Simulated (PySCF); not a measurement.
Compound: C₅H₉F.
Numbering: `[CH2:1]=[C:2]([F:3])[CH:4]([CH3:5])[CH3:6]` (hydrogens: H7, H8 on C1; H9 on C4; H10, H11, H12 on C5; H13, H14, H15 on C6)

Method used: PySCF, TDDFT PBE0/def2-SVPD, vertical, gas phase, core orbitals frozen in the response. Geometry: GFN2-xTB, one conformer, isolated molecule. Torsions of this conformer, `[CH2:1]=[C:2]([F:3])[CH:4]([CH3:5])[CH3:6]`: C1–C2–C4–C5 120°.

Orbital energies (eV): HOMO-3 -9.87, HOMO-2 -9.79, HOMO-1 -9.64, HOMO -7.38, LUMO 0.47, LUMO+1 0.66, LUMO+2 1.48.

Computed singlets:

| state | E (eV) | f |
| --- | --- | --- |
| S1 | 6.89 | 0.033 |
| S2 | 7.50 | 0.450 |
| S3 | 7.75 | 0.0028 |
| S4 | 8.02 | 0.012 |
| S5 | 8.16 | 0.012 |
| S6 | 8.43 | 0.0092 |
| S7 | 8.51 | 0.0033 |
| S8 | 8.88 | 0.0020 |

**Question.** Which orbital pair leads each of S1, S2, S6 and S8, and how does its energy difference Δε compare with the excitation energy?

**Answer.** 

```tsv
state	leading configuration	weight	Δε (eV)	E (eV)	E − Δε (eV)	f	other configurations
S1	HOMO→LUMO+1	0.95	8.04	6.89	-1.15	0.033	–
S2	HOMO→LUMO	0.94	7.85	7.50	-0.35	0.450	–
S6	HOMO-1→LUMO	0.90	10.11	8.43	-1.69	0.0092	–
S8	HOMO-2→LUMO	0.92	10.26	8.88	-1.38	0.0020	–
```

E − Δε runs from -1.69 to -0.35 eV. By orbital difference alone the order would be S2, S1, S6, S8.

H and L stand for HOMO and LUMO. The other states: S3 7.75 eV, f 0.0028, H→L+2 (92%); S4 8.02 eV, f 0.012, H→L+4 (93%); S5 8.16 eV, f 0.012, H→L+3 (99%); S7 8.51 eV, f 0.0033, H→L+5 (78%), H→L+8 (10%).

**Question.** Pair triplets and singlets of the same leading configuration (75% or more in both) and give the splittings.

**Answer.** 

```
configuration  triplet  E(T) (eV)  singlet  E(S) (eV)  E(S) − E(T) (eV)
    HOMO→LUMO       T1       4.51       S2       7.50             +2.99
  HOMO→LUMO+1       T2       6.73       S1       6.89             +0.16
```

The 3 triplets are Tamm–Dancoff values, the singlets full response.

Summed over the main configurations (up to three a state, each over 8%) of all 8 singlets, the electron leaves HOMO with weight 5.62, HOMO-2 with weight 0.92 and HOMO-1 with weight 0.90.

Hardware: one thread, Arm Neoverse V2 (aarch64), no GPU, on a shared host. Cost: 27 s of wall time, 0.76 GiB resident at most.
